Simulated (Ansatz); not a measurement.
[AlClH3]- (AlH3Cl⁻). Total charge -1; singlet. Geometry PBE0-D4/def2-TZVPD.

```xyz
5

Al   -0.1027   -0.0500    0.1115
Cl    1.3383    0.6507   -1.4535
H    -0.8952    1.2636    0.6577
H     0.7726   -0.7569    1.2887
H    -1.1130   -1.1075   -0.6045
```

B3LYP takes the VWN-RPA correlation. HSE06 is defined as in plane-wave codes, on full-range PBE exchange.

Problem. Estimate the orbital energies around the gap (eV) in Ansatz with HF/def2-TZVPD, PBE-D4/def2-TZVPD, B3LYP-D4/def2-TZVPD, HSE06-D4/def2-TZVPD, ωB97X-V/def2-TZVPD.

Solution. 
| orbital | HF/def2-TZVPD | PBE-D4/def2-TZVPD | B3LYP-D4/def2-TZVPD | HSE06-D4/def2-TZVPD | ωB97X-V/def2-TZVPD |
| --- | --- | --- | --- | --- | --- |
| HOMO−5 | -10.41 | -5.11 | -6.35 | -6.23 | -9.45 |
| HOMO−4 | -7.49 | -2.93 | -4.01 | -3.85 | -6.70 |
| HOMO−3 | -7.40 | -2.67 | -3.78 | -3.64 | -6.59 |
| HOMO−2 | -7.40 | -2.67 | -3.78 | -3.64 | -6.59 |
| HOMO−1 | -5.75 | -1.42 | -2.48 | -2.25 | -5.08 |
| HOMO | -5.75 | -1.42 | -2.48 | -2.25 | -5.08 |
| LUMO | 4.76 | 3.41 | 3.61 | 3.56 | 4.76 |
| LUMO+1 | 5.34 | 3.79 | 4.06 | 3.98 | 5.30 |
| LUMO+2 | 5.77 | 4.40 | 4.60 | 4.54 | 5.76 |
| LUMO+3 | 5.77 | 4.40 | 4.60 | 4.54 | 5.76 |
| LUMO+4 | 6.39 | 4.42 | 4.74 | 4.62 | 6.17 |
| LUMO+5 | 6.76 | 4.86 | 5.19 | 5.07 | 6.59 |
